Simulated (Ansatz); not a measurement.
A made-up structure of C2H5Si (charge +1), closed shell:

| atom | x (Å) | y (Å) | z (Å) |
| --- | --- | --- | --- |
| C1 | -1.0153 | 0.7750 | -0.7103 |
| Si2 | 0.7492 | -1.1569 | 0.4861 |
| C3 | 0.3969 | 0.5697 | 0.3345 |
| H4 | -1.5040 | -0.1000 | -1.1336 |
| H5 | -1.4645 | 1.7270 | -0.9847 |
| H6 | 0.9429 | 1.3532 | 0.7945 |
| H7 | 1.8105 | -1.7179 | 1.2447 |
| H8 | -0.0677 | -2.1030 | -0.1876 |

It is relaxed with PBE-D4/def2-SVP and then PBE0-D4/def2-TZVP (Ansatz 0.2.0). Atoms count as bonded within 1.22 times the sum of their covalent radii (H–H: 0.88 Å). The end point is not checked to be a true minimum.

Q: Does its bonding change? (A judgement: the text doesn't fix the answer.)

A: Computed: No: no bond forms or breaks.

Where it ends: The first stage lowers the energy by 2.30 eV in 7 steps. It ends as C₂H₅Si ([CH2][CH][SiH2]), total charge +1:
```
8
angstrom
C -0.8712 0.7483 -0.6040
Si 0.6892 -1.1759 0.4398
C 0.2000 0.5175 0.1836
H -1.4321 -0.0539 -1.0766
H -1.2227 1.7574 -0.8017
H 0.7399 1.3411 0.6417
H 1.8402 -1.5514 1.2778
H -0.0954 -2.2359 -0.2171
```

Labels in which every atom is bracketed show which atoms are joined, not bond orders.

For scale, one of the runs: PBE0-D4/def2-TZVP relaxation, 129 basis functions, launched by `ansatz run in.yaml --threads 2 --pin off --events-out ev --progress --plain --max-ram 4352MiB`. The run took about 15 s on 2 CPU threads of an Arm Neoverse V1 (shared host).
